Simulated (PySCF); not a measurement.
## How far each method lies from full CI for [AlH₂···H···H], doublet

All five atoms lie in one plane.

Geometry: a point of a hydrogen-transfer path between rigid fragments, not a stationary point.

```csv
atom,x (Å),y (Å),z (Å)
Al,-0.1112,0.0000,0.0000
H,-0.9041,1.3734,0.0000
H,-0.9041,-1.3734,0.0000
H,1.8708,0.0000,0.0000
H,2.9128,0.0000,0.0000
```

Basis 6-31G; PySCF 2.14.0. Only valence electrons are correlated (noble-gas cores frozen), which leaves 7 electrons in 16 orbitals. R marks a restricted (for open shells ROHF) determinant, U an unrestricted one.

Full CI is exact within this basis and frozen core; it isn't the basis-set limit. The frozen core follows each run's orbitals, which can shift R against U totals by a few meV.

The UHF ⟨S²⟩ is 0.797 and the T1 diagnostic (ROHF- or RHF-based CCSD) is 0.0262. The largest doubles amplitude (ROHF- or RHF-based CCSD) is 0.050. The T1 diagnostic (UCCSD) is 0.0214.

**Question.** From what is known of these methods and the diagnostics, rank them by the size of their error in total energy against full CI in 6-31G, smallest first (an estimate: the text doesn't fix the numbers).
A. RHF
B. UMP2
C. RCCSDT
D. UCCSD(T)
E. UCCSD

**Answer.** C (0.1 kJ/mol), D (1.3 kJ/mol), E (3.4 kJ/mol), B (66.4 kJ/mol), A (209.9 kJ/mol).

All errors are against full CI in 6-31G. Within each family the higher level lies nearer, as is usual though not guaranteed.

The full-CI state has the irrep A1 of C2v, in the program's axes.

Natural occupations of full CI about the gap: 1.968 1.961 1.949 0.997 0.049 0.026 0.022 0.011 0.005 0.004; effectively unpaired electrons, Σ n²(2−n)², 1.03.
